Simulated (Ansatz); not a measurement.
Ideal-gas functions of `[NH2][Mg][OH]` at 500 K and 1 bar, from an Ansatz frequency run at PBE0-D4/def2-TZVP.

Molar mass 57.34 g/mol, point group Cs (symmetry number 1), electronic degeneracy 1, moments of inertia 1.46, 119.268, 120.466 u Å². Harmonic wavenumbers (cm⁻¹, unscaled): 111, 155, 157, 166, 272, 537, 581, 869, 1558, 3588, 3669, 4070.

Use S(trans) = R[1.5 ln M + 2.5 ln T − 1.1517]; rotational temperatures θ = 24.2544 K / I; S(rot) = R[ln(√π/σ · √(T³/θAθBθC)) + 1.5]; for each mode x = 1.438777 ν̃/T, S = R[x/(eˣ − 1) − ln(1 − e⁻ˣ)] and H = RT x/(eˣ − 1); 1 cm⁻¹ = 0.0119627 kJ/mol; R = 8.31446 J/(mol·K).

Problem. By hand: the entropy, in J/(mol·K).

Solution. Translation 170.1. Rotation: θ = 16.6126, 0.2034, 0.2013 K, giving 96.3. Vibration, mode by mode: 17.84, 15.10, 14.99, 14.54, 10.56, 5.48, 4.95, 2.57, 0.52, 0.00, 0.00, 0.00, in all 86.5. Electronic 0.0. Sum 352.9 J/(mol·K).

Problem. By hand: H − E and G − E in kJ/mol, counted from the electronic energy.

Solution. Zero-point energy ½ × 15733 × 0.0119627 = 94.1; thermal vibration 20.6; translation, rotation and pV give 4 RT = 16.6. H − E = 131.3 kJ/mol, and G − E = 131.3 − 500 × 352.9/1000 = -45.1 kJ/mol.

Vibration gives 25 % of the entropy, 17.8 J/(mol·K) of it from the mode under 150 cm⁻¹: soft modes count most, and the harmonic formula is weakest for them. The sum counts one conformer and one mirror image; others add a mixing term.
